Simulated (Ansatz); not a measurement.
Geometry optimisation, RKS PBE0-D4/6-31G* in Ansatz 0.2.0.

Input file:

```yaml
crystal:
  periodic: [false, false, false]
  atoms:
    - { symbol: Al, position_ang: [0.129358, 0.393208, -0.160568] }
    - { symbol: H, position_ang: [-0.396837, 0.062663, 1.286477] }
    - { symbol: H, position_ang: [1.577745, 1.018523, -0.352416] }
    - { symbol: H, position_ang: [-0.875377, 0.206189, -1.384769] }
    - { symbol: O, position_ang: [0.390147, -2.405166, 0.777975] }
    - { symbol: C, position_ang: [-0.666899, -3.228419, 0.315617] }
    - { symbol: H, position_ang: [-0.225923, -3.9429, -0.383256] }
    - { symbol: H, position_ang: [-1.130429, -3.790503, 1.136783] }
    - { symbol: H, position_ang: [-1.446388, -2.656881, -0.205944] }
    - { symbol: H, position_ang: [0.010303, -1.754814, 1.414601] }
basis:
  gaussian: { orbitals: "6-31G*" }
hamiltonian:
  xc: pbe0
  dispersion: d4
relax:
  f_tol: 0.03
  max_steps: 50
```

Run as:

```bash
$ ansatz run input.yaml --threads 1 --pin off --max-ram 2048MiB --backend cpu --events-out ev --progress --plain --runs-dir out
```

Problem. Where does it end, and by what steps?

Solution. The run converged. After 21 steps the energy has fallen by 0.822 eV; H3 moved furthest, 1.46 Å. Joined: Al1–O5 (2.96 → 2.01 Å).

```
step  energy less start (eV)  largest force component (eV/Å)  accepted
   0                  0.0000                           0.899       yes
   1                 -0.2205                           0.895       yes
   2                 -0.4223                           1.636       yes
   3                 -0.6125                           0.881       yes
   4                 -0.7010                           0.220       yes
   5                 -0.7437                           0.387       yes
   6                 -0.7645                           0.318       yes
   7                 -0.7776                           0.114       yes
   8                 -0.7943                           0.275       yes
   9                 -0.8067                           0.085       yes
  10                 -0.8049                           0.307        no
  11                 -0.8107                           0.067       yes
  12                 -0.8136                           0.076       yes
  13                 -0.8132                           0.223        no
  14                 -0.8162                           0.050       yes
  15                 -0.8174                           0.072       yes
  16                 -0.8189                           0.107       yes
  17                 -0.8200                           0.089       yes
  18                 -0.8215                           0.066       yes
  19                 -0.8220                           0.057       yes
  20                 -0.8223                           0.037       yes
  21                 -0.8224                           0.013       yes
```

```xyz
10
Properties=species:S:1:pos:R:3
Al 0.066 -0.079 0.020
H 0.052 0.848 1.331
H 1.442 -0.380 -0.747
H -1.277 -0.099 -0.872
O -0.175 -1.832 0.974
C -0.442 -2.992 0.171
H 0.369 -3.044 -0.556
H -0.431 -3.884 0.802
H -1.398 -2.891 -0.352
H -0.839 -1.746 1.674
```

Whether the end is a true minimum wasn't checked by a vibrational analysis.

Run time: 50 s on 1 thread of Intel(R) Xeon(R) Platinum 8375C CPU @ 2.90GHz (Ice Lake) (shared host), peak memory 0.15 GiB.
